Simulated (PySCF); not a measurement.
Compound: AlFH5N.
Atom-mapped SMILES: `[NH3+:1][AlH2-:2][F:3]` (hydrogens: H4, H5, H6 on N1; H7, H8 on Al2)

A GFN2-xTB structure was refined with PBE0-D3(BJ)/def2-SVP geometry optimisation, gas phase in PySCF 2.14.0. Its GFN2-xTB values:

```
coordinate  GFN2-xTB
    N1–Al2   2.048 Å
     N1–H4   1.017 Å
    Al2–F3   1.660 Å
    Al2–H7   1.545 Å
    Al2–H8   1.539 Å
 N1–Al2–F3     94.2°
 N1–Al2–H7    101.3°
 Al2–N1–H4    107.3°
 Al2–N1–H6    118.2°
 F3–Al2–H7    116.5°
  H4–N1–H5    106.1°
 H7–Al2–H8    119.7°
```

Problem. How do these coordinates change at the PBE0-D3(BJ)/def2-SVP level?

Solution. 
```csv
coordinate,PBE0-D3(BJ)/def2-SVP (Å or °),change
Al2–H8,1.599,+0.060
Al2–H7,1.599,+0.054
Al2–F3,1.692,+0.032
N1–Al2,2.058,+0.010
N1–H4,1.022,+0.005
Al2–N1–H6,114.0,-4.2
Al2–N1–H4,109.8,+2.5
H7–Al2–H8,121.6,+1.9
H4–N1–H5,107.2,+1.1
N1–Al2–F3,95.3,+1.1
F3–Al2–H7,115.6,-0.9
N1–Al2–H7,101.1,-0.2
```

The energy falls by 0.096 eV over 8 energy and gradient evaluations, the largest force component goes from 0.0312 to 1.9e-04 Eh/bohr, and the atoms move by 0.048 Å rms after alignment. The bond that changes most is Al2–H8 (ends: aluminium bonded to F, N and 2 H; Al–H hydrogen), which lengthens by 0.060 Å. Bonds longer at the end by more than 0.005 Å: 5 of 7; shorter: 1. Rotational constants go from 14732, 6641, 5029 to 14487, 6390, 4888 MHz.

The run used 71 basis functions and 47 SCF cycles in all. Hardware: one thread of an Arm Neoverse V2, shared host with 192 logical CPUs at a one-minute load of 17. Cost: 8.3 s wall, 0.31 GiB resident at most.

Not checked by PBE0-D3(BJ)/def2-SVP frequencies.
